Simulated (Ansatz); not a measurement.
in.yaml

```yaml
crystal:
  periodic: [false, false, false]
  atoms:
    - {symbol: C, position_ang: [0.000000, 0.000000, 0.051085]}
    - {symbol: C, position_ang: [0.000000, 0.000000, -1.319562]}
    - {symbol: H, position_ang: [0.000000, 0.000000, 1.268476]}
basis:
  gaussian: {orbitals: 6-31G}
magnetization: {spin_polarized: true, initial_magnetization: 1}
hamiltonian: {xc: {name: PBE0}}
output: {forces: true, orbitals: {seedname: orbitals}}
```

```sh
$ ansatz run in.yaml --threads 1 --pin off --events-out ev --progress --plain --max-ram 2393MiB
```

Output:

```
286 factors; integrals over basis functions are off by at most 2.5e-4 eV
mean field evaluation 1: about -2079.7167 eV, gradient 1.0e1 eV
mean field evaluation 2: about -2079.5035 eV, gradient 1.2e1 eV
mean field evaluation 4: about -2080.4621 eV, gradient 4.4e-1 eV
mean field evaluation 8: about -2080.4644 eV, gradient 2.2e-2 eV
mean field evaluation 16: about -2080.4645 eV, gradient 2.4e-5 eV
mean field -2080.46446495 eV, -76.4556588976 hartree, gradient 3.9e-6 eV, S^2 0.753482; 1 other end points of the search recorded, 0 dependent functions left out
the calculation of the forces begins
reference -2080.46447692 eV, -76.4556593373 hartree; 7, 6 occupied and 13, 14 virtual orbitals, 286 factors
Total energy: -2080.46447692 eV, -76.4556593373 hartree
Atom 0 at     0.000000     0.000000     0.051085 Å, force     0.000000     0.000000     0.035245 eV/Å
Atom 1 at     0.000000     0.000000    -1.319562 Å, force    -0.000000    -0.000000     3.628215 eV/Å
Atom 2 at     0.000000     0.000000     1.268476 Å, force    -0.000000    -0.000000    -3.663460 eV/Å
Dipole moment:    -0.000000     0.000000     0.575566 e Å
```

Forces (eV/Å):
```
C    0.000  0.000  0.035
C    0.000  0.000  3.628
H    0.000  0.000 -3.663
```

Ran on 1 thread of Arm Neoverse V1, shared host: 0.57 s wall, 0.07 GiB peak host memory.
